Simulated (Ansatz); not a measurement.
Species: C$_{2}$H$_{5}$O (charge -1, singlet). It need not be the lowest isomer of its formula. Whether it binds its extra electron was not tested at this geometry. SMILES: C[CH-]O
Geometry from a B3LYP-D3(BJ)/def2-TZVP (Ansatz, an electronic-structure program) optimisation:
```
C
H 1 1.1110
C 1 1.5227 2 105.19
H 3 1.1007 1 109.30 2 60.02
H 3 1.1011 4 106.70 1 -121.60
H 3 1.1210 4 106.88 5 -112.39
O 1 1.5241 2 102.66 3 -109.79
H 7 0.9561 1 101.64 2 -127.11
```
Charge -1, spin multiplicity 1.

Question: Give the harmonic wavenumbers at B3LYP-D3(BJ)/def2-TZVP (Ansatz, finite differences of forces, unscaled).

Answer: 270, 286, 392, 725, 878, 913, 1017, 1092, 1186, 1335, 1349, 1440, 1491, 2691, 2796, 2921, 2974, 3863 cm⁻¹. Zero-point energy 39.5 kcal/mol.

Question: From these and the geometry, give the ideal-gas thermochemistry at 298.15 K and 1 atm (rigid rotor, harmonic oscillator).

Answer: Point group C1, rotational symmetry number 1. Rotational constants 37.38, 9.251, 8.14 GHz. S(trans) 37.34, S(rot) 22.26, S(vib) 4.92, S(elec, spin only) 0.00, S 64.5 cal/(mol K). H(298) - H(0) 3.33 kcal/mol; G - E(el) 23.6 kcal/mol.
